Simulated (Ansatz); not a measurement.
# C2H3Al (SMILES [H][Al]([H])[C]#C): levels of theory compared

We compute a comparison of 6 runs (HF/3-21G, B3LYP/6-31G*, BLYP/cc-pVDZ, PBE0/def2-SVP, CCSD/6-311+G**) of C2H3Al. 

The calculation is run with Ansatz 0.2.0.

8 further runs of the same task are left out: 2 for a known fault of the program, 1 that didn't finish, 5 set aside as unsound or not needed.

### Step 1. The structure to begin with

The species is C2H3Al (6 atoms), meant as a singlet with charge 0. SMILES: `[H][Al]([H])[C]#C`. The shape comes from GFN2-xTB, which is rough for such elements, and wasn't checked as a minimum.

Bond lengths: Al1–C4 1.944 Å, C4–C5 1.214 Å, Al1–H2 1.550 Å, Al1–H3 1.551 Å, C5–H6 1.056 Å. Angles: Al1–C4–C5 179.8°, H2–Al1–C4 122.5°, H3–Al1–C4 122.6°, C4–C5–H6 179.9°, H2–Al1–H3 114.9°.

### Step 2. Energy and forces at HF/3-21G (run 1)

Contents of run.yaml:

```yaml
crystal:
  periodic: [false, false, false]
  atoms:
    - {symbol: Al, position_ang: [0.636700, 1.104060, 0.008270]}
    - {symbol: H, position_ang: [2.184640, 1.168380, 0.055200]}
    - {symbol: H, position_ang: [-0.074300, 2.481620, -0.025410]}
    - {symbol: C, position_ang: [-0.337220, -0.577860, -0.007010]}
    - {symbol: C, position_ang: [-0.942540, -1.629920, -0.012640]}
    - {symbol: H, position_ang: [-1.467290, -2.546290, -0.018410]}
basis:
  gaussian:
    orbitals: 3-21G.json
hamiltonian:
  xc: hf
accuracy: high
output: {forces: true, orbitals: {seedname: orbitals}}
```

The basis set 3-21G is read from a file made from the Basis Set Exchange's data (not shown).

On the command line:

```
ansatz run run.yaml --threads 1 --pin off --max-ram 3480MiB --events-out events.jsonl --progress --plain --runs-dir runs
```

The program printed:

```text
Warning: RAYON_NUM_THREADS=1 ignored (pool sized by the plan → 1); use --threads N
Functional definition: HF
  name "HF"
  exchange = exact_x
  correlation = 0
802 factors; integrals over basis functions are off by at most 5.3e-9 eV
mean field evaluation 1: about -8640.3989 eV, gradient 1.9e1 eV
mean field evaluation 2: about -8640.4089 eV, gradient 1.9e1 eV
mean field evaluation 4: about -8641.6032 eV, gradient 3.2e0 eV
mean field evaluation 8: about -8641.6313 eV, gradient 1.4e-4 eV
mean field -8641.63134312 eV, -317.5740943515 hartree, gradient 2.3e-8 eV, S^2 0.000000; 0 other end points of the search recorded, 0 dependent functions left out
the calculation of the forces begins
reference -8641.63134312 eV, -317.5740943515 hartree; 14, 14 occupied and 23, 23 virtual orbitals, 802 factors
Total energy: -8641.63134312 eV, -317.5740943515 hartree
Atom 0 at     0.636700     1.104060     0.008270 Å, force    -0.277762    -0.463003    -0.007726 eV/Å
Atom 1 at     2.184640     1.168380     0.055200 Å, force     0.737372    -0.224318     0.024825 eV/Å
Atom 2 at    -0.074300     2.481620    -0.025410 Å, force    -0.557340     0.518953    -0.021295 eV/Å
Atom 3 at    -0.337220    -0.577860    -0.007010 Å, force    -0.639858    -1.111702     0.002693 eV/Å
Atom 4 at    -0.942540    -1.629920    -0.012640 Å, force     0.673608     1.157547    -0.000808 eV/Å
Atom 5 at    -1.467290    -2.546290    -0.018410 Å, force     0.063980     0.122524     0.002310 eV/Å
Dipole moment:    -0.079384    -0.138868    -0.000267 e Å
```

It took 0.69 s on 1 thread of Intel Xeon at 2.70GHz, shared host.

### Step 3. Energy and gradient at B3LYP/6-31G(d) (spherical functions) (run 2)

Contents of job.yaml:

```yaml
crystal:
  periodic: [false, false, false]
  atoms:
    - {symbol: Al, position_ang: [0.636700, 1.104060, 0.008270]}
    - {symbol: H, position_ang: [2.184640, 1.168380, 0.055200]}
    - {symbol: H, position_ang: [-0.074300, 2.481620, -0.025410]}
    - {symbol: C, position_ang: [-0.337220, -0.577860, -0.007010]}
    - {symbol: C, position_ang: [-0.942540, -1.629920, -0.012640]}
    - {symbol: H, position_ang: [-1.467290, -2.546290, -0.018410]}
basis:
  gaussian: {orbitals: 6-31G_st_-spherical.json}
accuracy: high
hamiltonian: {xc: {name: B3LYP}}
output: {forces: true, orbitals: {seedname: orbitals}}
```

The basis set 6-31G* is read from a file made from the Basis Set Exchange's data (not shown).

On the command line:

```
ansatz run job.yaml --threads 1 --pin off --max-ram 3480MiB --events-out events.jsonl --progress --plain --runs-dir runs
```

The program printed (excerpt; [...] marks lines left out):

```text
Warning: RAYON_NUM_THREADS=1 ignored (pool sized by the plan → 1); use --threads N
Functional definition: B3LYP
  name "B3LYP"
[...]
1080 factors; integrals over basis functions are off by at most 3.5e-9 eV
[...]
mean field -8717.65360463 eV, -320.3678609323 hartree, gradient 2.7e-8 eV, S^2 0.000000; 0 other end points of the search recorded, 0 dependent functions left out
[...]
reference -8717.65364306 eV, -320.3678623446 hartree; 14, 14 occupied and 38, 38 virtual orbitals, 1080 factors
Total energy: -8717.65364306 eV, -320.3678623446 hartree
Atom 0 at     0.636700     1.104060     0.008270 Å, force    -0.397954    -0.674078    -0.007853 eV/Å
Atom 1 at     2.184640     1.168380     0.055200 Å, force     0.538751    -0.229159     0.018571 eV/Å
Atom 2 at    -0.074300     2.481620    -0.025410 Å, force    -0.463735     0.344714    -0.017124 eV/Å
Atom 3 at    -0.337220    -0.577860    -0.007010 Å, force     0.604255     1.048306     0.011279 eV/Å
Atom 4 at    -0.942540    -1.629920    -0.012640 Å, force    -0.021944    -0.044582    -0.002177 eV/Å
Atom 5 at    -1.467290    -2.546290    -0.018410 Å, force    -0.259374    -0.445201    -0.002696 eV/Å
Dipole moment:    -0.086408    -0.150573    -0.000735 e Å
```

Run time: 4.2 s. Hardware: 1 thread of Intel Xeon at 2.70GHz, shared host; peak memory 0.15 GiB.

Runs 3 to 4 aren't shown in full; the table further down has their settings and results.

### Step 4. Energy and gradient at PBE0/def2-SVP (run 5)

Contents of input.yaml:

```yaml
crystal:
  periodic: [false, false, false]
  atoms:
    - {symbol: Al, position_ang: [0.636700, 1.104060, 0.008270]}
    - {symbol: H, position_ang: [2.184640, 1.168380, 0.055200]}
    - {symbol: H, position_ang: [-0.074300, 2.481620, -0.025410]}
    - {symbol: C, position_ang: [-0.337220, -0.577860, -0.007010]}
    - {symbol: C, position_ang: [-0.942540, -1.629920, -0.012640]}
    - {symbol: H, position_ang: [-1.467290, -2.546290, -0.018410]}
basis:
  gaussian: {orbitals: def2-SVP}
hamiltonian: {xc: {name: PBE0}}
accuracy: high
output: {forces: true, orbitals: {seedname: orbitals}}
```

On the command line:

```
ansatz run input.yaml --threads 1 --pin off --max-ram 3480MiB --events-out events.jsonl --progress --plain --runs-dir runs
```

The program printed (excerpt; [...] marks lines left out):

```text
Warning: RAYON_NUM_THREADS=1 ignored (pool sized by the plan → 1); use --threads N
Functional definition: PBE0
  name "PBE0"
[...]
1236 factors; integrals over basis functions are off by at most 3.5e-9 eV
[...]
mean field -8707.90178288 eV, -320.0094880932 hartree, gradient 7.0e-9 eV, S^2 0.000000; 0 other end points of the search recorded, 0 dependent functions left out
[...]
reference -8707.90178547 eV, -320.0094881882 hartree; 14, 14 occupied and 47, 47 virtual orbitals, 1236 factors
Total energy: -8707.90178547 eV, -320.0094881882 hartree
Atom 0 at     0.636700     1.104060     0.008270 Å, force    -0.348091    -0.587829    -0.007233 eV/Å
Atom 1 at     2.184640     1.168380     0.055200 Å, force     0.539091    -0.229222     0.018620 eV/Å
Atom 2 at    -0.074300     2.481620    -0.025410 Å, force    -0.463785     0.344988    -0.017090 eV/Å
Atom 3 at    -0.337220    -0.577860    -0.007010 Å, force     0.683303     1.187650     0.012394 eV/Å
Atom 4 at    -0.942540    -1.629920    -0.012640 Å, force     0.020507     0.028669    -0.002726 eV/Å
Atom 5 at    -1.467290    -2.546290    -0.018410 Å, force    -0.431025    -0.744257    -0.003964 eV/Å
Dipole moment:    -0.076843    -0.134118    -0.000462 e Å
```

Run time: 4.8 s. Hardware: 1 thread of Intel Xeon at 2.70GHz, shared host; peak memory 0.16 GiB.

### Step 5. Energy and gradient at CCSD/6-311+G(d,p) (run 6)

Edit job.yaml of step 3 so:

```diff
@@ -10,5 +10,6 @@
 basis:
-  gaussian: {orbitals: 6-31G_st_-spherical.json}
+  gaussian: {orbitals: 6-311+G_st__st_-spherical.json}
+correlation: {method: ccsd, frozen_orbitals: {Al: 5, C: 1, H: 0}}
 accuracy: high
-hamiltonian: {xc: {name: B3LYP}}
+scf: {omitted_lower_state_checks: [cluster_reference, increment]}
 output: {forces: true, orbitals: {seedname: orbitals}}
```

The basis set 6-311+G** is read from a file made from the Basis Set Exchange's data (not shown).

On the command line:

```
ansatz run job.yaml --threads 1 --pin off --max-ram 3480MiB --events-out events.jsonl --progress --plain --runs-dir runs
```

The program printed:

```text
Warning: RAYON_NUM_THREADS=1 ignored (pool sized by the plan → 1); use --threads N
[... 11 lines left out ...]
7 core orbitals not correlated: weight in the atoms' cores, before any rotation towards them, 1.000 or more for the frozen orbitals, at most 0.000 for the correlated occupied ones
[... 25 lines left out ...]
Total energy: -8699.85359244 eV, -319.7137225497 hartree
[... 6 lines left out ...]
Dipole moment:    -0.055970    -0.098147    -0.000134 e Å
Checks for a lower state left out: cluster_reference, increment
```

Wall time 33 s (1 thread of Intel Xeon at 2.70GHz, shared host); peak memory 0.61 GiB.

### Step 6. The series

```
run                               level  Cartesian functions  frozen core orbitals  energy (Eh)  dipole moment (D)  HOMO energy (eV)  LUMO energy (eV)  wall time
  1                            HF/3-21G                   no                     –  -317.574094               0.77            -10.63              0.96     0.69 s
  2  B3LYP/6-31G* (spherical functions)                   no                     –  -320.367862               0.83             -7.53             -1.94      4.2 s
  3  B3LYP/6-31G* (Cartesian functions)                  yes                     –  -320.371175               0.83             -7.53             -1.94        6 s
  4                        BLYP/cc-pVDZ                   no                     –  -320.329564               0.71             -6.53             -2.48      4.5 s
  5                       PBE0/def2-SVP                   no                     –  -320.009488               0.74             -8.00             -1.83      4.8 s
  6                      CCSD/6-311+G**                   no                     7  -319.713723               0.54            -10.78              0.62       33 s
```

### Step 7. Summary of results

```
                                          quantity          value
                               run 6: total energy  -319.71372 Eh
         run 6: dipole moment (correlated density)         0.54 D
        run 6: HOMO energy (Hartree–Fock orbitals)      -10.78 eV
        run 6: LUMO energy (Hartree–Fock orbitals)        0.62 eV
      run 6: HOMO–LUMO gap (Hartree–Fock orbitals)       11.39 eV
run 6: correlation energy (7 core orbitals frozen)     -355.9 mEh
                              run 6: T1 diagnostic          0.013
                   run 6: largest force on an atom     1.445 eV/Å
```

What this shows: The dipole moment (its size) runs from 0.54 D (CCSD/6-311+G**) to 0.83 D (B3LYP/6-31G*). The two ends differ in method and basis. Over runs 1, 2, 3, 4, 5 the HOMO–LUMO gap runs from 4.05 eV (BLYP/cc-pVDZ) to 11.59 eV (HF/3-21G). Totals of different functionals can't be ranked against each other. All runs together took 54 s, the longest 33 s.
